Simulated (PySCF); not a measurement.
BHCl: from structure and modes to constants

Method: UPBE0 in PySCF with B def2-TZVP, H def2-TZVP, Cl def2-TZVP; no relativity; density-fitted integrals.

The doublet minimum has Cs symmetry. Masses (u): B 11.00930, H 1.00782, Cl 34.96885.

```xyz
3
charge 0 multiplicity 2, angstrom
B     0.2072    0.3821   -1.1809
H    -0.1366   -0.2519   -2.1318
Cl   -0.0613   -0.1130    0.4332
```

Harmonic wavenumbers (cm⁻¹): 844.0 (a', ×1), 906.9 (a', ×1), 2640.5 (a', ×1).

**Question.** Find the principal moments of inertia and the rotational constants. What kind of rotor is it?

**Answer.** About the centre of mass I = 0.84026, 28.399, 29.239 u Å². With B = 16.8576/I this gives 20.06, 0.5936, 0.5766 cm⁻¹. The molecule is an asymmetric top with κ = -1.00.

**Question.** What is the harmonic zero-point energy?

**Answer.** Half the sum of all 3 wavenumbers, 4391/2 = 2196 cm⁻¹, which is 26.3 kJ/mol (1 cm⁻¹ = 0.0119627 kJ/mol).

**Question.** Find the vibrational entropy and heat capacity at 298.15 K.

**Answer.** With u = 1.43878 ω/T, each mode gives S = R[u/(eᵘ−1) − ln(1−e⁻ᵘ)] and C = R u² eᵘ/(eᵘ−1)².
```csv
ω (cm⁻¹),u,S (J/(mol K)),C (J/(mol K))
844.0,4.073,0.73,2.43
906.9,4.376,0.57,2.05
2640.5,12.742,0.00,0.00
```
The sums over all modes are S = 1.3 and C = 4.5 J/(mol K); the softest mode gives 56 % of the entropy.

**Question.** Give the standard entropy (298.15 K, 1 bar) by its translational, rotational, vibrational and spin parts, and Cp.

**Answer.** Sackur–Tetrode with M = 46.99 u gives 156.9; rotation with symmetry number 1 gives 75.7; vibration 1.3; spin R ln 2 = 5.8. The total is 239.7 J/(mol K), and Cp = 4 R + 4.5 = 37.7 J/(mol K).

Other isomers or separated fragments may lie lower.
